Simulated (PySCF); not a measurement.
**Oxygen: a sound run and one with changed settings**

Sound run: O [He] 2s2 2p4, O⁺ [He] 2s2 2p3. Calculation: PySCF 2.14, in x2c-TZVPall (5s3p2d1f, 31 functions); scalar relativity by spin-free X2C-1e. The sound run starts from symmetry-adapted Hartree-Fock orbitals and uses a fine grid where one is needed.

A second run was set up differently.

```
species  method  sound run (hartree)  changed run (hartree)  converged
      O     UHF            -74.86787              -74.86787        yes
      O    BP86            -75.13978              -75.13453        yes
      O    PBE0            -75.07176              -75.06819        yes
     O⁺     UHF            -74.42662              -74.42662        yes
     O⁺    BP86            -74.61916              -74.61496        yes
     O⁺    PBE0            -74.56413              -74.56049        yes
```

Ionisation energy of O:

```tsv
method	sound run (eV)	changed run (eV)
UHF	12.007	12.007
BP86	14.167	14.138
PBE0	13.814	13.815
```

Question: What was changed?
A. basis contracted for another Hamiltonian
B. too few SCF iterations
C. all electrons correlated in a valence basis
D. radial grid too coarse

Answer: D. It used radial step 0.5 in ln r (0.13 in the sound run). A coarse radial grid mis-integrates the density and the exchange-correlation energy, with errors of either sign; Hartree-Fock needs no grid.
